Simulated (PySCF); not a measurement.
B(OH)₂ + F₂ → BO₂ + 2 HF

Level: B3LYP in the def2-TZVP basis family, all electrons, no relativity, computed in PySCF with density fitting; open shells unrestricted.

```
species                                                                state and structure      E (Eh)  ZPE (kJ/mol)  H(298 K) − H(0) (kJ/mol)  S° (J/(mol K))
 B(OH)₂  doublet, C2v, B–O 1.348 Å (×2), O–H 0.971 Å (×2); B–O–H 117.1° (×2), O–B–O 130.0°  -176.60449          78.7                      12.3           255.8
     F₂                                                          singlet, D∞h, F–F 1.396 Å  -199.59957           6.3                       8.8           202.2
    BO₂                                                     doublet, D∞h, B–O 1.261 Å (×2)  -175.38156          20.8                      10.1           224.3
     HF                                                          singlet, C∞v, H–F 0.924 Å  -100.49049          24.4                       8.7           173.7
```

Question: What is the electronic reaction energy?

Answer: At B3LYP/def2-TZVP, ΔE = -416.1 kJ/mol from the differences of the total energies times 2625.5, downhill. 

Question: Add zero-point, thermal and entropy terms for 298.15 K and 1 bar.

Answer: ΔZPE = -15.4 and Δ[H(298) − H(0)] = 6.4 kJ/mol give ΔH° = -425.1 kJ/mol. ΔS° = 113.7 J/(mol K), so ΔG° = -425.1 − 298.15 × (0.1137) = -459 kJ/mol.

The structures come from searches over a few start shapes, so lower isomers are not excluded.
